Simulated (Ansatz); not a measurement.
# Hexafluoroethane (C₂F₆): basis-set convergence

Aim: see how fast density functionals converge with the basis set for hexafluoroethane (C₂F₆).

Computed with Ansatz 0.2.0, Gaussian basis. Level: one geometry, several basis sets.

Plan: PBE0-D4/def2-SVP; ωB97M-V/def2-SVP; PBE0-D4/def2-QZVPP; ωB97M-V/def2-QZVPP; the functionals' def2-TZVPP values are taken from earlier runs.

## 1. The relaxed structure

An earlier PBE0-D4/def2-TZVP relaxation fixed the geometry.

SMILES `FC(F)(F)C(F)(F)F`, 8 atoms, charge 0, spin multiplicity 1.

Atoms are counted from 1 here; the program's logs count them from 0.

Bond lengths: F1–C2 1.325 Å, C2–F3 1.325 Å, C2–F4 1.325 Å, C2–C5 1.549 Å, C5–F6 1.325 Å, C5–F7 1.325 Å, C5–F8 1.325 Å. Angles: F1–C2–F3 109.1°, F1–C2–F4 109.1°, F1–C2–C5 109.8°, F3–C2–F4 109.1°, F3–C2–C5 109.8°, F4–C2–C5 109.8°, C2–C5–F6 109.8°, C2–C5–F7 109.8°, C2–C5–F8 109.8°, F6–C5–F7 109.1°, F6–C5–F8 109.1°, F7–C5–F8 109.1°.

As a file:

```xyz
8
charge 0, multiplicity 1
F     1.0707   -0.7790    1.1481
C     0.6749   -0.4037   -0.0595
F     1.6114    0.3578   -0.6062
F     0.4965   -1.4799   -0.8118
C    -0.6518    0.3894    0.0455
F    -0.4731    1.4664    0.7966
F    -1.0484    0.7635   -1.1622
F    -1.5880   -0.3716    0.5936
```

## 2. PBE0-D4 in def2-SVP

Contents of in.yaml:

```yaml
crystal:
  periodic: [false, false, false]
  atoms:
    - {symbol: F, position_ang: [1.070713, -0.778979, 1.148129]}
    - {symbol: C, position_ang: [0.674864, -0.403717, -0.059497]}
    - {symbol: F, position_ang: [1.611411, 0.357770, -0.606208]}
    - {symbol: F, position_ang: [0.496497, -1.479876, -0.811788]}
    - {symbol: C, position_ang: [-0.651817, 0.389442, 0.045546]}
    - {symbol: F, position_ang: [-0.473077, 1.466370, 0.796646]}
    - {symbol: F, position_ang: [-1.048418, 0.763457, -1.162219]}
    - {symbol: F, position_ang: [-1.587972, -0.371567, 0.593589]}
basis:
  gaussian: {orbitals: def2-SVP}
hamiltonian: {xc: pbe0, dispersion: d4}
output: {orbitals: {seedname: orbitals}}
```

The run is started by

```console
$ ansatz run in.yaml --threads 2 --pin off --events-out ev --progress --plain --max-ram 32768MiB --backend cpu
```

The runs that follow: ωB97M-V in def2-SVP; PBE0-D4 in def2-QZVPP; ωB97M-V in def2-QZVPP.

**Question.** What will the summary of the whole plan be? Wanted: PBE0-D4: double and triple zeta above quadruple; ωB97M-V: double and triple zeta above quadruple.

The runs gave:

| quantity | value |
| --- | --- |
| PBE0-D4: double and triple zeta above quadruple | 23.04, 0.91 eV |
| ωB97M-V: double and triple zeta above quadruple | 23.40, 0.85 eV |

**Reading.** PBE0-D4 gains 22.13 eV from double to triple zeta, then 0.91 eV more. These are total energies; as a rule much of such shifts cancels in differences, which this series doesn't test. The LUMO of ωB97M-V is positive and keeps falling with the basis (5.09 to 3.37 eV): an unbound level that the basis holds in place.
